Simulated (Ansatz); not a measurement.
Saddle point of Si$_{2}$H$_{7}$Cl, closed shell (Si₂H₆ ([SiH3][SiH3]) + HCl → Si₂H₅Cl ([SiH3][SiH2][Cl]) + H₂; bonds formed: Si1–Cl7, H2–H6; bonds broken: Si1–H2, H6–Cl7), PBE0-D4/def2-TZVP structure:

Si1  (-0.831, -0.107, -0.392)
H2  (-0.652, -1.773, -0.787)
H3  (-1.470, 0.634, -1.496)
H4  (-1.980, -0.702, 0.375)
Si5  (0.691, 0.797, 1.121)
H6  (0.031, -1.451, -1.238)
Cl7  (1.208, -0.288, -1.904)
H8  (-0.031, 1.265, 2.337)
H9  (1.620, -0.296, 1.500)
H10  (1.413, 1.921, 0.484)
(Å)

Energies are electronic, without zero-point energy. Barriers and step energies count from the start structure reached by relaxing down the imaginary mode; all methods use the PBE0-D4 structures, on which another method's saddle can fall below an end. Computed with Ansatz 0.2.0 (basis: def2-TZVPP, with def2-QZVPP for the basis limit); correlated methods freeze the cores. B3LYP uses VWN-RPA correlation. Extrapolation: Hartree–Fock as exp(−7.88 √X), correlation as X^−2.97.

```csv
method,barrier (kJ/mol),step energy (kJ/mol)
SPW92,102.8,-54.1
PBE-D4,123.9,-63.4
BLYP-D4,137.9,-64.8
r2SCAN-D4,?,-68.4
B97M-V,151.2,-62.6
PBE0-D4,?,-63.7
B3LYP-D4,148.3,-64.4
r2SCAN0-D4,142.9,-67.5
BHLYP-D4,163.2,-65.2
CAM-B3LYP-D4,157.8,-61.2
wB97X-V,157.2,-64.9
wB97M-V,150.0,-66.6
B2PLYP,157.1,-64.7
PBE-QIDH,150.4,-66.2
RPA on PBE,?,-57.8
HF,207.4,-63.0
MP2,156.1,-69.9
CCSD,175.0,-58.7
CCSD(T),166.1,-60.4
```

**Question.** Fill in the withheld barriers. (Judge from chemistry; the value comes from the calculation.)

**Answer.** Computed: RPA on PBE 170.3; PBE0-D4 137.9; r2SCAN-D4 133.5 kJ/mol. Each is the energy of the saddle less that of the start structure, by the same method.

For comparison, the barrier by CCSD(T) at an estimated basis limit (MP2 extrapolated from triple and quadruple zeta, plus CCSD(T) − MP2 in triple zeta) is 153.7 kJ/mol.

The T1 diagnostic stays at or below 0.013.

Labels in which every atom is bracketed show which atoms are joined, not bond orders.

For scale, one of the runs: CCSD(T)/def2-TZVPP, 224 basis functions, launched by `ansatz run in.yaml --threads 4 --pin off --events-out ev --progress --plain --max-ram 9574MiB`. Time: 56 s of wall clock on 4 CPU threads of an Intel Xeon; the host was shared. Peak host memory: 3.2 GiB.
